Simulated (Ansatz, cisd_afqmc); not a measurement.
System: H$_{2}$O$_{2}$, charge 0, singlet. H2O2 (SMILES OO).
B3LYP-D3(BJ)/def2-TZVP minimum from Ansatz (a program for electronic structure):
```
O
H 1 0.9680
O 1 1.4504 2 100.54
H 3 0.9680 1 100.54 2 115.91
```

Total energies in cc-pVTZ, 14 correlated electrons, 2 frozen orbitals. Open shells are spin-unrestricted; no spin-orbit coupling. Correlated methods leave the cores frozen. No relativity. The Monte Carlo rows (phaseless AFQMC, CISD trial, step 0.005/hartree) carry one-sigma bars that omit the constraint's bias. Outlying blocks are dropped, and bars are widened where a walk drifts. Over all cases where full CI ran beside it in this data, AFQMC minus full CI had a median of +0.1 mEh and passed +0.4 mEh in a tenth of the cases.

| method | program | energy (Eh) | minus CCSDT(Q) (mEh) |
|---|---|---|---|
| HF | Ansatz | -150.83573 | 524.04 |
| MP2 | Ansatz | -151.33263 | 27.13 |
| CCSD | Ansatz | -151.34004 | 19.72 |
| CCSD(T) | Ansatz | -151.35850 | 1.27 |
| CCSDT(Q) | Ansatz | -151.35976 | 0.00 |
| AFQMC/CISD | cisd_afqmc | -151.3592 ± 0.0003 | 0.5 ± 0.3 |

Rough core times of Ansatz's runs on a shared machine: CCSD(T) under 20 s, CCSDT(Q) 4 min.
